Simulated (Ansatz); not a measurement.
H$_{2}$S, singlet in 6-31G: errors against full CI

Geometry: a point of a stretch scan, not a stationary point.

```xyz
3

S     0.0000   -0.1023   -0.0492
H     0.0000    0.8269   -1.0164
H     0.0000    2.4264    2.5830
```

Basis 6-31G; Ansatz 0.2.0. Correlated methods freeze the noble-gas cores, which leaves 8 electrons in 12 orbitals. R marks a restricted (for open shells ROHF) determinant, U an unrestricted one. Active spaces: pair = (2e, 2o) about the gap; valence = (8e, 6o) chosen from the atoms' valence shells.

Full CI is exact within this basis and frozen core; it isn't the basis-set limit. The frozen core follows each run's orbitals, which can shift R against U totals by a few meV.

Unrestricted rows (U) aren't spin-pure: their determinants' ⟨S²⟩ exceeds S(S+1) by up to 1.00, so they mix in states of higher spin.

RHF is unstable: UHF (⟨S²⟩ = 1.00) lies 4.43 eV below the lowest RHF solution. Higher spins weren't run at this geometry and may lie near or lower.

- UHF ⟨S²⟩: 0.999
- T1 diagnostic (RCCSD): 0.0377
- largest doubles amplitude (RCCSD): 0.853

| level | E − E(full CI) (kcal/mol) | share of correlation (%) | wall time |
| --- | --- | --- | --- |
| RHF | 133.58 | 0.00 | – |
| UHF | 31.47 | 76.44 | – |
| RMP2 | 40.93 | 69.36 | – |
| UMP2 | 7.60 | 94.31 | – |
| CISD | 14.85 | 88.88 | 0.15 s |
| RCCSD* | 2.94 | 97.80 | – |
| UCCSD | 0.66 | 99.51 | – |
| RCCSD(T)* | -1.32 | 100.99 | 0.51 s |
| UCCSD(T) | 0.42 | 99.69 | 0.94 s |
| BCCD(T)* | -1.18 | 100.88 | 0.51 s |
| RCCSDT* | 0.15 | 99.89 | – |
| UCCSDT* | 0.08 | 99.94 | – |
| CISDTQ | 0.36 | 99.73 | 0.48 s |
| RCCSDT(Q)* | -0.07 | 100.05 | 0.78 s |
| UCCSDT(Q)* | 0.01 | 99.99 | 2.6 s |
| RCCSDTQ* | 0.01 | 99.99 | 3.5 s |
| UCCSDTQ* | 0.00 | 100.00 | 16 s |
| CASSCF (pair space) | 31.58 | 76.36 | – |
| NEVPT2 (pair space) | 7.25 | 94.57 | 0.15 s |
| MRCISD (pair space) | 0.88 | 99.34 | – |
| MRCISD+Q (pair space) | -0.11 | 100.08 | 0.27 s |
| CASSCF (valence space) | 18.37 | 86.25 | – |
| NEVPT2 (valence space) | 5.43 | 95.94 | 0.21 s |
| MRCISD (valence space) | 0.43 | 99.68 | – |
| MRCISD+Q (valence space) | 0.12 | 99.91 | 0.45 s |

An asterisk marks runs whose energy the program itself flagged as in doubt.

The correlation energy at full CI, counted from RHF, is -5.792 eV. That run took 1.1 s on 1 thread of Arm Neoverse V1, shared host over 122,625 determinants.

Times hold each run's SCF and search for its determinant on a shared host, so for small cases they say little of a method's own cost; they ran on 1 thread of Arm Neoverse V1. Some runs computed forces too.

Not variational, and here over 5 meV under the exact energy: RCCSD(T), BCCD(T).

The full-CI state has the irrep A' of Cs, in the program's axes.

Natural occupations of full CI about the gap: 1.989 1.986 1.964 1.136 0.860 0.034 0.012 0.008 0.005 0.004; effectively unpaired electrons, Σ n²(2−n)², 1.94. No single determinant describes this state well, so single-reference rows can miss without a flag.
